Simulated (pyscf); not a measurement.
HO–PH₂ + HO–SiH₃ → H₃Si–O–PH₂ + H₂O (four-centre exchange; singlet surface; O–P, H–O broken, O–P, H–O formed). Single points on ωB97X-D3(BJ)/def2-SVP structures (PySCF, gas phase). Energies in eV from the separated reactants.

```json
[
 {"level": "PBE/def2-TZVP", "barrier": "1.46", "reaction energy": "-0.04"},
 {"level": "r²SCAN/def2-TZVP", "barrier": "1.56", "reaction energy": "-0.06"},
 {"level": "PBE0-D3(BJ)/def2-TZVP", "barrier": "1.61", "reaction energy": "-0.09"},
 {"level": "M06-2X/def2-TZVP", "barrier": "(withheld)", "reaction energy": "-0.10"},
 {"level": "ωB97M-D3(BJ)/def2-TZVP", "barrier": "(withheld)", "reaction energy": "(withheld)"},
 {"level": "HF/def2-TZVP", "barrier": "2.66", "reaction energy": "-0.05"}
]
```

Q: Complete the blanks.

A: 
- M06-2X/def2-TZVP, barrier: 1.73
- ωB97M-D3(BJ)/def2-TZVP, barrier: 1.72
- ωB97M-D3(BJ)/def2-TZVP, reaction energy: -0.08

The functionals in the table span 0.27 eV in this barrier, from PBE to M06-2X. On the reactant side the descent ends in a complex, 0.27 eV under the separated species and 1.98 eV under the saddle at ωB97X-D3(BJ)/def2-TZVP. H₃Si–O–PH₂ lies 0.25 eV over its isomer HO–SiH₂–PH₂ (electronic energy, ωB97M-D3(BJ)/def2-TZVP). Another saddle between the same species, by other bonds, lies lower (0.95 eV against 1.72 eV at ωB97M-D3(BJ)/def2-TZVP).
